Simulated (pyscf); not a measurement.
H₂C=S (SMILES C=S) + H₂S (SMILES S) -> H₂C=S (SMILES C=S) + H₂S (SMILES S) (four-centre exchange; singlet surface; C–H, H–S broken, C–H, H–S formed). PySCF, gas phase, ωB97X-D3(BJ)/def2-SVP geometries. Energies in kcal/mol from the separated reactants.

| level | barrier | reaction energy |
|---|---|---|
| ωB97X-D3(BJ)/def2-TZVP | 73.3 | 0.0 |
| r²SCAN/def2-TZVP | 52.0 | 0.0 |
| B3LYP-D3(BJ)/def2-TZVP | … | 0.0 |
| PBE0-D3(BJ)/def2-TZVP | 57.3 | 0.0 |
| M06-2X/def2-TZVP | … | 0.0 |
| ωB97M-D3(BJ)/def2-TZVP | 71.5 | 0.0 |

Task: Some entries are withheld; supply them.

Result: 
- B3LYP-D3(BJ)/def2-TZVP, barrier: 57.0
- M06-2X/def2-TZVP, barrier: 67.7

The functionals in the table span 21.4 kcal/mol in this barrier, from r²SCAN to ωB97X-D3(BJ)/def2-TZVP. The same reactants have a lower exit, to HS–CH₂–SH (barrier +26.7 kcal/mol at ωB97M-D3(BJ)/def2-TZVP, against +71.5 kcal/mol here). One saddle was located; it need not be the lowest between these sides. A restricted solution here is unstable towards spin polarisation, so biradical character is likely and single-reference numbers are less safe.
